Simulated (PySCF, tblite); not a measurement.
Isomers of C3H4ClFO, one GFN2-xTB conformer each. Single-point energies are computed at PBE0/pcSseg-1 (PySCF, gas phase, no added dispersion term), electronic only.

| SMILES | GFN2-xTB relative energy (kJ/mol) |
| --- | --- |
| F[C@@H](Cl)[C@@H]1CO1 | 70.9 |
| C[C@H](F)C(=O)Cl | 0.0 |
| O=CC[C@@H](F)Cl | 55.4 |
| FC1(Cl)COC1 | 59.1 |

Conformers: `[F:1][C@@H:2]([Cl:3])[C@@H:4]1[CH2:5][O:6]1` with F1–C2–C4–C5 170°; `[CH3:1][C@H:2]([F:3])[C:4](=[O:5])[Cl:6]` with C1–C2–C4–O5 106°; `[O:1]=[CH:2][CH2:3][C@@H:4]([F:5])[Cl:6]` with O1–C2–C3–C4 12°, C2–C3–C4–F5 81°.

Task: What does PBE0/pcSseg-1 give for the same structures?

Result: 
| SMILES | PBE0/pcSseg-1 E (Eh) | PBE0/pcSseg-1 (kJ/mol) | GFN2-xTB (kJ/mol) | point group |
| --- | --- | --- | --- | --- |
| C[C@H](F)C(=O)Cl | -751.48175 | 0.0 | 0.0 | C1 |
| O=CC[C@@H](F)Cl | -751.46465 | 44.9 | 55.4 | C1 |
| FC1(Cl)COC1 | -751.43392 | 125.6 | 59.1 | Cs |
| F[C@@H](Cl)[C@@H]1CO1 | -751.42962 | 136.9 | 70.9 | C1 |

Both levels put the same isomer lowest; measured from each level's own lowest isomer, the values differ by up to 66.5 kJ/mol (FC1(Cl)COC1: 59.1 against 125.6). As drawn, the lowest has a C=O bond, which the highest lacks; the highest has a three-membered ring, which the lowest lacks.

Task: Which frontier levels, dipoles and rotational constants go with these structures?

Result: 
```json
{"SMILES": "C[C@H](F)C(=O)Cl", "HOMO (eV, PBE0/pcSseg-1)": "-8.84", "LUMO (eV)": "-1.38", "dipole (D)": "2.96", "A, B, C (MHz)": "4559, 2073, 1614"}
{"SMILES": "O=CC[C@@H](F)Cl", "HOMO (eV, PBE0/pcSseg-1)": "-8.03", "LUMO (eV)": "-1.17", "dipole (D)": "2.81", "A, B, C (MHz)": "6118, 1561, 1399"}
{"SMILES": "FC1(Cl)COC1", "HOMO (eV, PBE0/pcSseg-1)": "-7.96", "LUMO (eV)": "0.42", "dipole (D)": "0.37", "A, B, C (MHz)": "4674, 2392, 2058"}
{"SMILES": "F[C@@H](Cl)[C@@H]1CO1", "HOMO (eV, PBE0/pcSseg-1)": "-8.45", "LUMO (eV)": "0.42", "dipole (D)": "1.81", "A, B, C (MHz)": "4793, 2106, 1554"}
```

Task: What happens when harmonic zero-point energies from GFN2-xTB frequencies are added?

Result: 
| SMILES | ZPE (kJ/mol) | electronic (kJ/mol) | with ZPE (kJ/mol) |
| --- | --- | --- | --- |
| C[C@H](F)C(=O)Cl | 173.6 | 0.0 | 0.0 |
| O=CC[C@@H](F)Cl | 171.0 | 44.9 | 42.3 |
| FC1(Cl)COC1 | 176.1 | 125.6 | 128.0 |
| F[C@@H](Cl)[C@@H]1CO1 | 175.2 | 136.9 | 138.5 |

The zero-point energies span 5.1 kJ/mol. The order is unchanged.
